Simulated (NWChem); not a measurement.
## Correlation energy of hydrogen cyanide (CHN)

```xyz
3

C      0.0000     0.0000    -0.5060
N      0.0000     0.0000     0.6613
H      0.0000     0.0000    -1.5931
```
Charge 0, spin multiplicity 1.

Everything below was run with NWChem. The geometry was optimised at PBE/def2-SVP, a minimum by its harmonic frequencies.

Basis set: def2-TZVP. Each correlation energy counts from its own Hartree-Fock reference.

The correlated methods keep 2 core orbitals frozen. Coupled-cluster values serve here as a point of comparison, not as the truth.

One of these methods gave a correlation energy of -344.9 mHa. Which?
(A) MP2
(B) CCSD
(C) SCS-MP2
(D) CR-CCSD[T]

A, MP2. The others give -340.1 (SCS-MP2), -364.1 (CR-CCSD[T]), -348.8 (CCSD).
